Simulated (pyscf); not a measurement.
# Four-centre exchange: `[NH2][SiH]([NH2])[NH2]` + `[FH]` → `[NH2][Si]([NH2])([NH2])[F]` + `[H][H]`

Gas phase, singlet surface, charge 0. Bonds broken: Si2–H7, F12–H13. Bonds formed: Si2–F12, H7–H13. PySCF, gas phase, ωB97X-D3(BJ)/def2-SVP geometries.

Transition state (Å):

```xyz
13

N      0.8387     1.3378    -0.4207
Si    -0.4155     0.4805     0.3642
N     -0.9445    -0.5854    -0.9042
N     -1.9112     0.9861     1.0212
H      0.8395     1.4404    -1.4279
H      1.3903     2.0303     0.0687
H      0.2546    -0.7640     1.3385
H     -0.2465    -1.0377    -1.4859
H     -1.7108    -1.2245    -0.7187
H     -2.7497     0.9818     0.4537
H     -1.9534     1.6038     1.8213
F      0.3886     1.1943     2.0720
H      0.4465     0.0084     1.8934
```

One imaginary mode, 917i cm⁻¹; descent along it reached the two sides named, in the forms told below.

```
bond     change  reactant side (Å)  saddle  product side
-------  ------  -----------------  ------  ------------
Si2–H7   breaks              1.512   1.717           4.0
F12–H13  breaks              0.934   1.201         2.505
Si2–F12   forms                3.1   2.018         1.638
H7–H13    forms              1.639   0.970         0.761
```

Electronic energies relative to the separated reactants (kJ/mol):

```tsv
level	barrier	reaction energy	reverse barrier
ωB97X-D3(BJ)/def2-TZVP	79.7	-150.3	230.0
PBE/def2-TZVP	58.1	-143.5	201.6
r²SCAN/def2-TZVP	58.0	-159.1	217.1
B3LYP-D3(BJ)/def2-TZVP	78.3	-151.9	230.2
PBE0-D3(BJ)/def2-TZVP	71.0	-143.4	214.4
M06-2X/def2-TZVP	82.5	-161.5	244.0
ωB97M-D3(BJ)/def2-TZVP	77.3	-150.6	227.9
HF/def2-TZVP	157.7	-150.4	308.1
```

With ωB97M-D3(BJ)/def2-TZVP energies and thermal terms (ideal gas, 1 atm, RRHO with modes under 100 cm⁻¹ raised to 100, one conformer, R ln 2 for rigid chiral ones), in kJ/mol:

```json
[
 {"T (K)": "298", "ΔH‡": "73.3", "ΔG‡": "119.6", "ΔH": "-161.3", "ΔG": "-155.2"},
 {"T (K)": "600", "ΔH‡": "71.6", "ΔG‡": "167.5", "ΔH": "-158.2", "ΔG": "-150.4"},
 {"T (K)": "900", "ΔH‡": "72.2", "ΔG‡": "215.4", "ΔH": "-156.0", "ΔG": "-147.0"},
 {"T (K)": "1200", "ΔH‡": "73.8", "ΔG‡": "262.8", "ΔH": "-154.6", "ΔG": "-144.2"}
]
```

On the reactant side the descent ends in a complex, 19.9 kJ/mol under the separated species and 99.6 kJ/mol under the saddle at ωB97X-D3(BJ)/def2-TZVP. This is the saddle that the search found; another between the same sides may lie lower.
